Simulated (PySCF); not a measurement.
Geometries of 2 isomers of C5H7Cl, from PySCF, PBE0-D3(BJ)/def2-SVP geometry optimisation, gas phase. One conformer each, no zero-point energy, no frequencies.

Task: Which isomer lies lower at this level?
A.
```xyz
13
angstrom
C      1.861    1.588    0.182
C      1.852    0.743    1.407
C      0.716    0.185    2.202
C      1.779   -0.725    1.679
C      2.953    0.053    2.107
Cl     3.341    0.343    3.837
H      1.894    2.658    0.441
H      0.953    1.416   -0.416
H      2.736    1.366   -0.447
H      0.669    0.375    3.282
H     -0.254    0.152    1.694
H      1.713   -1.597    1.029
H      3.889   -0.083    1.556
```
B.
```xyz
13
angstrom
C      2.775   -0.210    0.237
C      1.470   -0.494    0.362
Cl     1.012   -1.812    1.410
C      0.425    0.244   -0.335
C     -0.915    0.118   -0.330
C     -1.797   -0.840    0.410
H      3.088    0.610   -0.414
H      3.539   -0.777    0.769
H      0.839    1.035   -0.968
H     -1.437    0.837   -0.971
H     -2.853   -0.639    0.187
H     -1.585   -1.886    0.138
H     -1.657   -0.772    1.499
```

Result: B. That is `C=C(Cl)/C=C\C`, 11.1 kcal/mol below the other.

```tsv
SMILES	atoms numbered as above	E (Eh)	relative (kcal/mol)	relative (kJ/mol)	dipole (D)
C=C(Cl)/C=C\C	[CH2:1]=[C:2]([Cl:3])/[CH:4]=[CH:5]\[CH3:6]	-654.23700	0.0	0.0	1.14
C[C@@]12C[C@@H]1[C@@H]2Cl	[CH3:1][C@@:2]12[CH2:3][C@@H:4]1[C@@H:5]2[Cl:6]	-654.21932	11.1	46.4	2.95
```

As drawn, the lower has a C=C bond outside aromatic rings, which the higher lacks; the higher has a three-membered ring and a quaternary carbon, which the lower lacks.
